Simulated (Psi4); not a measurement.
# Psi4 input wanted

BNH3Cl: 6 atoms, total charge 0, spin state singlet. As SMILES, `NBCl`. Geometry: relaxed at PBE0-D4/def2-TZVP. The run starts from this shape.

| atom | x (Å) | y (Å) | z (Å) |
| --- | --- | --- | --- |
| N | -0.3956 | -0.0078 | -0.6580 |
| B | 0.3696 | -0.1589 | 0.4837 |
| Cl | 0.5299 | 1.1893 | 1.6160 |
| H | -0.5118 | -0.7493 | -1.3266 |
| H | -0.8786 | 0.8445 | -0.8882 |
| H | 0.9288 | -1.1819 | 0.7271 |

Settings wanted:

- task: md
- method: DFT
- functional: B3LYP
- basis set: cc-pVDZ
- reference: RKS
- relativity: none
- solvent model: none
- integrals: df
- integral approximation: program's default
- frozen core orbitals: 0
- integration grid: 75 radial × 302 angular
- symmetry: c1
- max steps: 25
- temperature: 100 K
- time step: 0.25 fs
- threads: 1

Question: Give a Psi4 1.11 job that does this.

Answer: This one ran through:

run.py:
```python
import numpy as np
from ase.calculators.psi4 import Psi4
from ase import Atoms
from ase import units
from ase.md.velocitydistribution import MaxwellBoltzmannDistribution, Stationary
from ase.md.verlet import VelocityVerlet

atoms = Atoms(['N', 'B', 'Cl', 'H', 'H', 'H'], positions=[
    [-0.395600, -0.007800, -0.658000],
    [0.369600, -0.158900, 0.483700],
    [0.529900, 1.189300, 1.616000],
    [-0.511800, -0.749300, -1.326600],
    [-0.878600, 0.844500, -0.888200],
    [0.928800, -1.181900, 0.727100],
])
calc = Psi4(atoms=atoms, method='b3lyp', basis='cc-pVDZ', memory='1600MB', num_threads=1, charge=0, multiplicity=1, label='psi4-calc', reference='rks')
atoms.calc = calc

MaxwellBoltzmannDistribution(atoms, temperature_K=100.0, rng=np.random.default_rng(662))
Stationary(atoms)
dyn = VelocityVerlet(atoms, 0.25 * units.fs)
def show():
    ep, ek = atoms.get_potential_energy(), atoms.get_kinetic_energy()
    print(f'step {dyn.nsteps:3d}  Epot {ep:14.6f}  Ekin {ek:9.6f}  Etot {ep + ek:14.6f} eV  T {atoms.get_temperature():7.1f} K')
dyn.attach(show)
dyn.run(25)
```

```bash
$ python run.py
```

Calculated total energy at the end of the run: -541.71698 Eh.
